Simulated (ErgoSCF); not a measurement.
# SiClF (SMILES F[Si]Cl): B3LYP/STO-6G

Aim: the energy difference between two shapes of SiClF at B3LYP/STO-6G, from 2 runs. 

The results are computed with ErgoSCF 3.8.

9 further runs of the same task are left out: 2 that didn't finish, 7 set aside as unsound or not needed.

## 1. Starting point

SiClF has 3 atoms, charge 0, and is taken as a singlet. As SMILES, `F[Si]Cl`. Geometry: relaxed at GFN2-xTB.

Bond lengths: F1–Si2 1.631 Å, Si2–Cl3 2.037 Å. Angles: F1–Si2–Cl3 97.3°.

## 2. The energy at B3LYP/STO-6G

Input file ergo.in:

```
set_nthreads("env")
basis = "STO-6G"
tmpdir = "."
charge = 0
XC.type = "Turbo"
scf.convergence_threshold = 1e-06
scf.output_mulliken_pop = 1
scf.max_number_of_iterations = 100
molecule_inline Angstrom
F        0.643570      -1.170880       0.217180
Si      -0.631340      -0.346450      -0.379740
Cl      -0.012230       1.517330       0.162560
EOF
run "B3LYP-G"
```

The run is started by

```
$ ergo < ergo.in
```

Log:

```text
INMA ERGO version 3.8
INMA  basis := STO-6G
INMA Basis really set to STO-6G
INMA  charge := 0
INMA  type := Turbo
INMA  convergence_threshold := 1e-06
INMA  output_mulliken_pop := 1
INMA  max_number_of_iterations := 100
INMA F (charge=9.0) 1.216171 -2.212643 0.410411
INMA Si (charge=14.0) -1.193060 -0.654696 -0.717605
INMA Cl (charge=17.0) -0.023111 2.867338 0.307194
INMA running B3LYP-G
INDF      This is a DFT calculation of type: B3LYP-G
INDF Weighted mixed functional:
INDF               HF exchange:    0.20000
INDF                     VWN3I:    0.19000
INDF                       LYP:    0.81000
INDF                     Becke:    0.72000
INDF                    Slater:    0.80000
INMA Running B3LYP-G
INSC SCF_general constructor, number of basis functions: 23
INSC Min internuclear distance:      3.08286 a.u.  =      1.63138 Angstrom
INSC Max internuclear distance:      5.22998 a.u.  =      2.76759 Angstrom
INSC Euclidean norm of overlap matrix =          1.73906878844  (acc 1.49e-08)
INSC Euclidean norm of invCholFactor after truncation =          1.68266525267
INSC Beginning of SCF cycle 1
INDF Grid for charge 9: 34 radial points, 5924 total, r=14.826495
INDF Grid for charge 14: 39 radial points, 9630 total, r=20.489939
INDF Grid for charge 17: 39 radial points, 9486 total, r=17.074950
INDF Generating Turbo grid Radint = 5e-09 AngInt: [ 6 29 ]
INDF Grid pruned from 25040 to 24675 grid points.
INDF Electrons:  40.0000085   2e-07: xc energy -42.458532 (serial)
INSC nuclearEnergy, energy_2el, energy = 131.941246, 420.042541, -819.905158
INSC Energy   1 =       -819.90515783143
INSC maxabs FDS-SDF is     50.3
INDE PURIFICATION CONVERGED after 24 iterations
INDE E(LUMO) - E(HOMO) >=          0.22327283892 =          6.07556348723 eV
INDE E(LUMO) - E(HOMO) <=          0.24737012851 =          6.73128414471 eV
INSC Beginning of SCF cycle 2
INDF Electrons:  40.0000146   4e-07: xc energy -48.878224 (serial)
INSC nuclearEnergy, energy_2el, energy = 131.941246, 464.875747, -845.948079
INSC Energy   2 =       -845.94807943935
INSC maxabs FDS-SDF is      0.3
INSC using DIIS to get combined Fock matrix, number of iters used for DIIS:  2
INDE PURIFICATION CONVERGED after 30 iterations
INDE E(LUMO) - E(HOMO) >=          0.06650887193 =          1.80979861139 eV
INDE E(LUMO) - E(HOMO) <=          0.07569921223 =          2.05988051234 eV
INSC Beginning of SCF cycle 3
INDF Electrons:  40.0000188   5e-07: xc energy -47.961351 (serial)
INSC nuclearEnergy, energy_2el, energy = 131.941246, 458.408842, -845.436611
INSC Energy   3 =       -845.43661059284  ( diff      0.511468846510525 )
INSC maxabs FDS-SDF is    0.557
INSC restarting DIIS because energy did not improve.
INSC mixing best Fock matrix so far with next one, stepLength =   0.400000
INDE PURIFICATION CONVERGED after 25 iterations
INDE E(LUMO) - E(HOMO) >=          0.21764496435 =          5.92242121779 eV
INDE E(LUMO) - E(HOMO) <=          0.25997884649 =          7.07438484157 eV
INSC Beginning of SCF cycle 4
INDF Electrons:  40.0000163   4e-07: xc energy -48.622036 (serial)
INSC nuclearEnergy, energy_2el, energy = 131.941246, 462.397387, -846.267622
INSC Energy   4 =       -846.26762197257  ( diff     -0.319542533211688 )
INSC maxabs FDS-SDF is    0.176
INSC mixing best Fock matrix so far with next one, stepLength =   0.400000
INSC increased steplength by factor 1.1, stepLength =   0.440000
INDE PURIFICATION CONVERGED after 26 iterations
INDE E(LUMO) - E(HOMO) >=          0.20799267764 =          5.65976911463 eV
INDE E(LUMO) - E(HOMO) <=          0.25412672802 =          6.91514058461 eV
INSC Beginning of SCF cycle 5
INDF Electrons:  40.0000165   4e-07: xc energy -48.515860 (serial)
INSC nuclearEnergy, energy_2el, energy = 131.941246, 461.369209, -846.363384
INSC Energy   5 =       -846.36338435507  ( diff     -0.095762382500880 )
INSC maxabs FDS-SDF is    0.106
INSC mixing best Fock matrix so far with next one, stepLength =   0.440000
INSC increased steplength by factor 1.1, stepLength =   0.484000
INDE PURIFICATION CONVERGED after 26 iterations
INDE E(LUMO) - E(HOMO) >=          0.20257004794 =          5.51221184273 eV
INDE E(LUMO) - E(HOMO) <=          0.25484467687 =          6.93467696814 eV
INSC Beginning of SCF cycle 6
INDF Electrons:  40.0000164   4e-07: xc energy -48.474286 (serial)
INSC nuclearEnergy, energy_2el, energy = 131.941246, 460.837518, -846.399868
INSC Energy   6 =       -846.39986786857  ( diff     -0.036483513503981 )
INSC maxabs FDS-SDF is   0.0605
INSC mixing best Fock matrix so far with next one, stepLength =   0.484000
INSC increased steplength by factor 1.1, stepLength =   0.532400
INDE PURIFICATION CONVERGED after 26 iterations
INDE E(LUMO) - E(HOMO) >=          0.19858467427 =          5.40376430004 eV
INDE E(LUMO) - E(HOMO) <=          0.25208218156 =          6.85950564098 eV
INSC Beginning of SCF cycle 7
INDF Electrons:  40.0000163   4e-07: xc energy -48.444840 (serial)
INSC nuclearEnergy, energy_2el, energy = 131.941246, 460.552740, -846.406217
INSC Energy   7 =       -846.40621720636  ( diff     -0.006349337790198 )
INSC maxabs FDS-SDF is   0.0316
INSC mixing best Fock matrix so far with next one, stepLength =   0.532400
INSC increased steplength by factor 1.1, stepLength =   0.585640
INDE PURIFICATION CONVERGED after 26 iterations
INDE E(LUMO) - E(HOMO) >=          0.20266030507 =          5.51466786436 eV
INDE E(LUMO) - E(HOMO) <=          0.25214096361 =          6.86110518214 eV
INSC Beginning of SCF cycle 8
INDF Electrons:  40.0000163   4e-07: xc energy -48.434095 (serial)
INSC nuclearEnergy, energy_2el, energy = 131.941246, 460.453534, -846.406986
INSC Energy   8 =       -846.40698551136  ( diff     -0.000768305002339 )
INSC maxabs FDS-SDF is   0.0139
INSC using DIIS to get combined Fock matrix, number of iters used for DIIS:  1
INDE PURIFICATION CONVERGED after 26 iterations
INDE E(LUMO) - E(HOMO) >=          0.20527787841 =          5.58589566380 eV
INDE E(LUMO) - E(HOMO) <=          0.25226171225 =          6.86439092005 eV
INSC Beginning of SCF cycle 9
INDF Electrons:  40.0000163   4e-07: xc energy -48.425227 (serial)
INSC nuclearEnergy, energy_2el, energy = 131.941246, 460.382453, -846.407148
INSC Energy   9 =       -846.40714765128  ( diff     -0.000162139915574 )
INSC maxabs FDS-SDF is  0.00111
INSC using DIIS to get combined Fock matrix, number of iters used for DIIS:  2
INDE PURIFICATION CONVERGED after 26 iterations
INDE E(LUMO) - E(HOMO) >=          0.20551095700 =          5.59223805541 eV
INDE E(LUMO) - E(HOMO) <=          0.22921136638 =          6.23715905246 eV
INSC Beginning of SCF cycle 10
INDF Electrons:  40.0000163   4e-07: xc energy -48.426797 (serial)
INSC nuclearEnergy, energy_2el, energy = 131.941246, 460.390508, -846.407148
INSC Energy  10 =       -846.40714765733  ( diff     -0.000000006054734 )
INSC maxabs FDS-SDF is 0.000733
INSC using DIIS to get combined Fock matrix, number of iters used for DIIS:  3
INDE PURIFICATION CONVERGED after 26 iterations
INDE E(LUMO) - E(HOMO) >=          0.20545027228 =          5.59058674010 eV
INDE E(LUMO) - E(HOMO) <=          0.22928979566 =          6.23929322192 eV
INSC Beginning of SCF cycle 11
INDF Electrons:  40.0000163   4e-07: xc energy -48.425997 (serial)
INSC nuclearEnergy, energy_2el, energy = 131.941246, 460.387720, -846.407149
INSC Energy  11 =       -846.40714931965  ( diff     -0.000001662316663 )
INSC maxabs FDS-SDF is 0.000165
INSC using DIIS to get combined Fock matrix, number of iters used for DIIS:  4
INDE PURIFICATION CONVERGED after 26 iterations
INDE E(LUMO) - E(HOMO) >=          0.20547159421 =          5.59116693943 eV
INDE E(LUMO) - E(HOMO) <=          0.22928767628 =          6.23923555040 eV
INSC Beginning of SCF cycle 12
INDF Electrons:  40.0000163   4e-07: xc energy -48.426143 (serial)
INSC nuclearEnergy, energy_2el, energy = 131.941246, 460.388253, -846.407149
INSC Energy  12 =       -846.40714941103  ( diff     -0.000000091375341 )
INSC maxabs FDS-SDF is 6.21e-06
INSC using DIIS to get combined Fock matrix, number of iters used for DIIS:  5
INDE PURIFICATION CONVERGED after 26 iterations
INDE E(LUMO) - E(HOMO) >=          0.20546950610 =          5.59111011901 eV
INDE E(LUMO) - E(HOMO) <=          0.22928610404 =          6.23919276779 eV
INSC Beginning of SCF cycle 13
INDF Electrons:  40.0000163   4e-07: xc energy -48.426143 (serial)
INSC nuclearEnergy, energy_2el, energy = 131.941246, 460.388209, -846.407149
INSC Energy  13 =       -846.40714941138  ( diff     -0.000000000356749 )
INSC maxabs FDS-SDF is  3.3e-06
INSC using DIIS to get combined Fock matrix, number of iters used for DIIS:  6
INDE PURIFICATION CONVERGED after 26 iterations
INDE E(LUMO) - E(HOMO) >=          0.20547042007 =          5.59113498944 eV
INDE E(LUMO) - E(HOMO) <=          0.22928637994 =          6.23920027531 eV
INSC Beginning of SCF cycle 14
INDF Electrons:  40.0000163   4e-07: xc energy -48.426145 (serial)
INSC nuclearEnergy, energy_2el, energy = 131.941246, 460.388226, -846.407149
INSC Energy  14 =       -846.40714941144  ( diff     -0.000000000053433 )
INSC maxabs FDS-SDF is 2.15e-07
RESC CONVERGED after  14 iterations.
RESC FINAL ENERGY:       -846.40714941144
TISC Main SCF loop took     11.67 usr cpu s       0.13 sys cpu s      11.89 wall s
INSC SCF: dipole_moment_x [atomic units] =      -0.31169188
INSC SCF: dipole_moment_y [atomic units] =      -0.89320254
INSC SCF: dipole_moment_z [atomic units] =      -0.26799051
INSC Sum of Mulliken charges (electrons):      40.0000000
INSC Mulliken charge of atom 0 =      -0.2077262
INSC Mulliken charge of atom 1 =       0.5932901
INSC Mulliken charge of atom 2 =      -0.3855639
INSC Sum of Mulliken atomic charges:      -0.0000000
```

Wall time 13 s (1 thread of Intel Xeon at 2.50GHz (Skylake/Cascade Lake), shared host); peak memory 0.27 GiB.

(Part 1 of 2 ends here.)
